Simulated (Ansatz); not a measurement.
Geometry optimisation, UHF/def2-SVP in Ansatz.

Input file:

```yaml
crystal:
  periodic: [false, false, false]
  atoms:
    - { symbol: B, position_ang: [0.018214, -0.051168, -0.127668] }
    - { symbol: H, position_ang: [0.031745, -0.332238, 1.036873] }
    - { symbol: "N", position_ang: [1.248168, 0.06815, -0.811164] }
    - { symbol: H, position_ang: [2.122594, -0.075379, -0.354635] }
    - { symbol: H, position_ang: [1.331459, 0.302612, -1.778158] }
    - { symbol: "N", position_ang: [-1.231311, 0.151175, -0.75472] }
    - { symbol: H, position_ang: [-2.091368, 0.062132, -0.258774] }
    - { symbol: H, position_ang: [-1.3453, 0.389279, -1.717478] }
    - { symbol: H, position_ang: [-0.084203, -0.514564, 2.895724] }
magnetization:
  spin_polarized: true
  initial_magnetization: 1
basis:
  gaussian: { orbitals: def2-SVP }
hamiltonian:
  xc: hf
relax:
  f_tol: 0.03
  max_steps: 50
```

Launched with:

```bash
$ ansatz run input.yaml --threads 1 --pin off --max-ram 2048MiB --backend cpu --events-out ev --progress --plain --runs-dir out
```

Problem. Where does it end, and by what steps?

Solution. It converged. The force dipped under the threshold on the way, but the program's further checks kept it going. After 10 steps the energy has fallen by 0.135 eV; H9 moved furthest, 1.45 Å.

```tsv
step	energy less start (eV)	largest force component (eV/Å)	accepted
0	0.0000	0.350	yes
1	-0.0423	0.250	yes
2	-0.0857	0.210	yes
3	-0.1102	0.091	yes
4	-0.1230	0.082	yes
5	-0.1295	0.021	yes
6	-0.1328	0.070	yes
7	-0.1319	0.262	no
8	-0.1340	0.013	yes
9	-0.1347	0.005	yes
10	-0.1354	0.004	yes
```

```xyz
9
Properties=species:S:1:pos:R:3
B 0.032 -0.045 -0.313
H 0.059 -0.374 0.847
N 1.257 0.101 -1.000
H 2.136 -0.056 -0.556
H 1.335 0.367 -1.959
N -1.223 0.178 -0.921
H -2.079 0.074 -0.422
H -1.344 0.450 -1.874
H -0.173 -0.696 4.327
```

Whether the end is a true minimum wasn't checked by a vibrational analysis.

The run took 11 s on 1 thread of Arm Neoverse V1, on a shared host, peak memory 0.13 GiB.
